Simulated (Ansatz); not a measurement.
Worked example: correlation energy of BSiH$_{3}$ (H-bridged), singlet

Geometry: a PBE0/def2-TZVP stationary point for this spin, not checked as a minimum.

```csv
atom,x (Å),y (Å),z (Å)
Si,0.0091,0.0000,0.6016
B,0.0825,0.0000,-1.2150
H,-0.6559,-0.9412,-0.6669
H,-0.6559,0.9412,-0.6669
H,0.1724,0.0000,-2.3958
```

Basis cc-pVDZ; Ansatz 0.2.0. Only valence electrons are correlated (noble-gas cores frozen), which leaves 10 electrons in 41 orbitals. Prefix R: restricted or restricted open-shell reference.

Full CI isn't at hand for all of this; RCCSDTQ serves as the reference, and is uncertain by about the last step of the cluster series.

Runs differ by some tens of microhartree through their thresholds, so steps under 0.03 kcal/mol mean nothing.

```json
{"level": "RHF", "total energy (hartree)": "-315.266799"}
{"level": "RMP2", "total energy (hartree)": "-315.456844"}
{"level": "RCCSD", "total energy (hartree)": "-315.490846"}
{"level": "RCCSD(T)", "total energy (hartree)": "-315.499341"}
{"level": "RCCSDT", "total energy (hartree)": "-315.500407"}
{"level": "RCCSDT(Q)", "total energy (hartree)": "-315.500914"}
{"level": "RCCSDTQ", "total energy (hartree)": "-315.500934"}
```

Task: What is the correlation energy at RCCSDTQ, and what share of it do RMP2 and RCCSD(T) recover?

Result: E(corr) = -315.500934 − (-315.266799) = -0.234135 hartree = -6.371 eV. RMP2: -0.190045 / -0.234135 = 81.17 %. RCCSD(T): -0.232542 / -0.234135 = 99.32 %.

Task: By how many kcal/mol does RCCSD(T) miss RCCSDTQ (1 hartree = 627.509 kcal/mol), and which steps make up the rest?

Result: -315.499341 − (-315.500934) = 0.001593 hartree = 1.00 kcal/mol. Steps: RCCSDT − RCCSD(T) = -0.67, RCCSDT(Q) − RCCSDT = -0.32, RCCSDTQ − RCCSDT(Q) = -0.01 kcal/mol. Differences between like states or geometries often cancel part of this.
